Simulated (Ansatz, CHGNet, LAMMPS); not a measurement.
# Cohesive energy of hcp Zr: levels of theory against measurement

Reference value: 6.32 eV/atom (measured, finite-temperature (and zero-point) corrections as in the cited sets, our sources range from 6.27 to 6.32; as tabulated in Jana et al. (2018), arXiv:1807.00350).

Task: What do Finnis–Sinclair EAM Zr_mm.eam.fs, CHGNet 0.3.0, LDA, PBE, r²SCAN, B3LYP (VWN-RPA form), PBE0, r²SCAN0, Hartree–Fock give, and how far is each from the reference?

Result: 
| level (code) | value (eV/atom) | cell (Å³/atom) | error (eV/atom) |
|---|---|---|---|
| Finnis–Sinclair EAM Zr_mm.eam.fs (LAMMPS) | 6.63 | 23.40 | +0.31 |
| CHGNet 0.3.0 | 5.96 | 23.45 | -0.36 |
| LDA (Ansatz) | 7.41 | 21.79 | +1.09 |
| PBE (Ansatz) | 6.20 | 23.39 | -0.12 |
| r²SCAN (Ansatz) | 5.68 | 23.50 | -0.64 |
| B3LYP (VWN-RPA form) (Ansatz) | 4.86 | 23.99 | -1.46 |
| PBE0 (Ansatz) | 5.70 | 23.54 | -0.62 |
| r²SCAN0 (Ansatz) | 5.31 | 23.65 | -1.01 |
| Hartree–Fock (Ansatz) | 2.25 | 26.14 | -4.07 |

Leaving aside CHGNet 0.3.0 (doubt noted below), B3LYP (VWN-RPA form) (doubt noted below), PBE0 (doubt noted below), r²SCAN0 (doubt noted below), Hartree–Fock (doubt noted below): Closest of the ranked levels: PBE (-0.12 eV/atom). Farthest off among them: LDA (+1.09 eV/atom). Within 0.5 eV/atom: Finnis–Sinclair EAM Zr_mm.eam.fs, PBE.

Free atoms are spin-polarised, in the lowest state found; at levels without +SOC their spin–orbit coupling is left out.  CHGNet 0.3.0: free atoms can lie outside what these potentials were trained on. B3LYP (VWN-RPA form), PBE0, r²SCAN0, Hartree–Fock: the free atom's electronic state is in doubt. Each level is taken at its own relaxed cell. Cutoffs and k meshes differ between the levels. Ansatz's density-functional and Hartree–Fock values are scalar-relativistic unless marked +SOC, with PAW data made under PBE.

Empirical potentials (Finnis–Sinclair EAM Zr_mm.eam.fs) are fitted to chosen data: where that held the value shown, agreement is built in, and what lay outside the fit can be far off. Machine-learned potentials (CHGNet 0.3.0) are trained on DFT data: a solid inside that data is no test of them.

Differences are worked out from the printed values.

Ansatz is a program for electronic structure.
